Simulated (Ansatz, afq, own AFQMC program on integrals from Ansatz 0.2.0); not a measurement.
# CH2B, quartet: AFQMC among the cluster methods

```yaml
atoms:
  - { symbol: B, position_ang: [0.0000, -0.1589, 2.1721] }
  - { symbol: C, position_ang: [0.0000, 0.0045, -1.9667] }
  - { symbol: H, position_ang: [0.0000, 0.8408, 2.8422] }
  - { symbol: H, position_ang: [0.0000, 0.8098, -2.7047] }
```

Connectivity, by distances: BH ··· CH.

Basis cc-pVDZ. Only valence electrons are correlated. Ansatz 0.2.0 and our own AFQMC program on the same integrals; the CISD trial comes from CCSD amplitudes, and released means the phaseless constraint is let go. Error bars are statistical, one sigma.

Determinant: ROHF, the one that the program's search chose, which needn't be the lowest solution. The geometry is a point of a scan.

No full CI on the walks' own integrals is used here; CCSDT(Q) serves as the reference and is uncertain by about the last step of the cluster series.

Cautions: lower spins were not checked; higher spins were not checked; a spin-contaminated unrestricted determinant lies lower (UHF 226 meV lower, ⟨S²⟩ 4.23).

```
T1 diagnostic                               : 0.0164
weight of the determinant in the CISD state : 0.882
size of the correlated space                : 9 electrons in 36 orbitals
```

Reference: CCSDT(Q), correlation energy -4.611 eV. The released energy is read at 2.40 1/Eh (meV from the phaseless value at times in 1/Eh: -11 ± 28 at 0.24, 1 ± 20 at 0.51, -7 ± 14 at 0.99, 2 ± 9 at 1.62, 4 ± 14 at 2.40).

```tsv
level	E − E(reference) (kJ/mol)	share of correlation (%)
HF	444.9	0.00
MP2	121.8	72.63
CCSD	8.5	98.09
CCSD(T)	2.1	99.53
CCSDT	0.2	99.95
ph-AFQMC/HF	-8.3 ± 5.6	101.87
ph-AFQMC/CISD	-2.0 ± 1.7	100.44
released AFQMC	-1.6 ± 1.3	100.35
```

A walk keeps the symmetry of its determinant, which the program's search chose and which needn't be the lowest solution, so a lower state of the same spin and another symmetry isn't excluded. Released energies are given only where the last usable release times agree within the noise; a slower fall can still hide under it.
